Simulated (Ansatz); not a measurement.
Input for Ansatz (development build ahead of 0.2.0):

```yaml
crystal:
  periodic: [false, false, false]
  atoms:
    - { symbol: F, position_ang: [0.0, 0.0, -1.14386] }
    - { symbol: H, position_ang: [0.0, 0.0, 0.0] }
    - { symbol: F, position_ang: [0.0, 0.0, 1.14386] }
basis:
  gaussian: { orbitals: cc-pVTZ }
total_charge: -1
hamiltonian:
  xc: hf
correlation:
  method: mp2
  frozen_orbitals: { F: 1, H: 0 }
```

The input is written out in the form of the current development build from the run's settings.

Output:

```
Converged                       : yes
Reference energy                : -199.55972 hartree
Correlation energy              : -0.55280 hartree
Total energy                    : -200.11251 hartree
Spin squared of the determinant : 0.000
```

Caution: no diffuse functions for an anion.
